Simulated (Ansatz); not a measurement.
System: Cl2, net charge 0, singlet state. 
Geometry from a B3LYP-D3(BJ)/def2-TZVP (Ansatz, an electronic-structure program) optimisation:
SMILES: ClCl
```xyz
2

Cl     0.0000     0.0000    -1.0068
Cl     0.0000     0.0000     1.0068
```
Charge 0, spin multiplicity 1.

Wanted: vertical electron affinity (to the doublet state of charge -1; a negative value means that the extra electron is unbound and the number depends on the basis; each state is the SCF solution reached for its spin), in eV. Correlated levels leave the core frozen unless marked. Open shells are spin-unrestricted. Spin-orbit coupling is left out. No relativistic terms. Anions need diffuse functions: aug- sets have them; def2-D sets add few. Basis-set limits of correlation are two-point, X^-3; Hartree-Fock from the larger set.

| level | program | vertical electron affinity (eV) |
|---|---|---|
| SVWN5/def2-TZVPD | Ansatz | … |
| PBE/def2-TZVPD | Ansatz | 1.06 |
| r2SCAN/def2-TZVPD | Ansatz | … |
| B3LYP/def2-TZVPD | Ansatz | … |
| PBE0/def2-TZVPD | Ansatz | 1.06 |
| wB97M-V/def2-TZVPD | Ansatz | 0.88 |
| wB97X-V/def2-TZVPD | Ansatz | … |
| wB97X/def2-TZVPD | Ansatz | 0.96 |
| CCSD/aug-cc-pV(D+d)Z | Ansatz | 0.76 |
| CCSD/aug-cc-pV(T+d)Z | Ansatz | 0.78 |
| CCSD/def2-TZVPPD | Ansatz | 0.74 |
| CCSD/aug-cc-pV(Q+d)Z | Ansatz | 0.85 |
| CCSD/def2-QZVPPD | Ansatz | 0.82 |
| CCSD(T)/CBS(aug-cc-pV(T+d)Z,aug-cc-pV(Q+d)Z) | Ansatz | 0.96 |

Q: What belongs in the gaps?

A: 
- SVWN5/def2-TZVPD, vertical electron affinity (eV): 1.19
- r2SCAN/def2-TZVPD, vertical electron affinity (eV): 1.13
- B3LYP/def2-TZVPD, vertical electron affinity (eV): 1.10
- wB97X-V/def2-TZVPD, vertical electron affinity (eV): 0.92
